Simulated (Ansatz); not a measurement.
Results of BLYP (plane waves, PAW; Ansatz, a first-principles code) for chalcopyrite CdSnAs2.

Numerical settings: plane-wave cutoff 520 eV, 8×8×8 k mesh, Fermi–Dirac smearing 0.01 eV, scalar-relativistic PAW data made under PBE.

The volume scan:

```json
[
 {"V (Å³/atom)": "30.102", "E − E_lowest (meV/atom)": "6.62"},
 {"V (Å³/atom)": "30.729", "E − E_lowest (meV/atom)": "1.60"},
 {"V (Å³/atom)": "31.356", "E − E_lowest (meV/atom)": "0.00"},
 {"V (Å³/atom)": "31.983", "E − E_lowest (meV/atom)": "1.44"},
 {"V (Å³/atom)": "32.610", "E − E_lowest (meV/atom)": "5.59"}
]
```

**Question.** What bulk modulus B0 and pressure derivative B′ does a third-order Birch–Murnaghan fit give?

**Answer.** V0 = 31.360 Å³/atom, B0 = 38.8 GPa, B′ = 4.8 (fit to the energies at full precision).

Shape and atoms are relaxed at each volume.

Note: the gap of the solid is closed in this run; the relaxation could not lower the start's symmetry, so the cell can be a saddle point above a distorted one; this level leaves the solid without a gap, although one is measured; the bulk modulus comes from volumes at which shape and atoms were relaxed.

Spin–orbit coupling is not included; it can open a gap where bands touch, and shift volumes and moduli.

Static lattice: no zero-point or thermal effects.
